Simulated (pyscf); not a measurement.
PySCF, gas phase, ωB97X-D3(BJ)/def2-SVP geometries. Correlated levels are frozen-core, on RHF or UHF. ΔMP2 is the change of the MP2 total energy from the triple- to the quadruple-zeta basis.

### Question
For the elementary gas-phase step F–CH₂–F + Cl atom (Cl•) → F–CH(F)–Cl + H atom (H•) (doublet surface; C–H broken, C–Cl formed), what barrier and reaction energy does CCSD(T)/def2-TZVPP + ΔMP2(QZVPP) give, measured from the separated reactants?

### Answer
ΔE‡ = 259.2 kJ/mol, ΔE = +89.1 kJ/mol. Zero-point energy shifts the barrier by -18.8 kJ/mol. It is a substitution at C, with an imaginary mode of 1710i cm⁻¹. The same reactants have a lower exit, to HF + F–CH•–Cl (barrier +209.5 kJ/mol at ωB97M-D3(BJ), against +244.7 kJ/mol here). This is the saddle that the search found; another between the same sides may lie lower. The angle at the attacked C is 153°. The CCSD(T) − MP2 part came from Ansatz, without density fitting, on the same reference. A UHF reference is spin-contaminated (<S²> up to 0.86), which harms MP2 most. Left out: the spin-orbit lowering of Cl.
